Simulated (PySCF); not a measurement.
Coordinates in bohr (charge 0 multiplicity 2):
```
C     0.9972    0.0000   -0.6264
O    -0.9310    0.0000    0.4507
H     2.9068    0.0000    0.3066
```

Computed with PySCF, UPBE0, basis C def2-TZVP, O def2-TZVP, H def2-TZVP (no relativity, density fitting).

This geometry of HCO is a stationary point at this level.

Problem. What is the point group?

Solution. Cs.

Problem. Is it a minimum?

Solution. Yes: all harmonic wavenumbers are real.

Problem. List the harmonic modes with their infrared intensities.

Solution. 
```csv
symmetry,ω (cm⁻¹),IR (km/mol),type
a',1110,36.7,bend
a',1972,98.3,stretch
a',2682,81.7,stretch
```

Problem. What are the dipole moment and the gap between the highest occupied and lowest empty levels of either spin?

Solution. 1.62 D and 4.50 eV.

This need not be the most stable arrangement of these atoms.
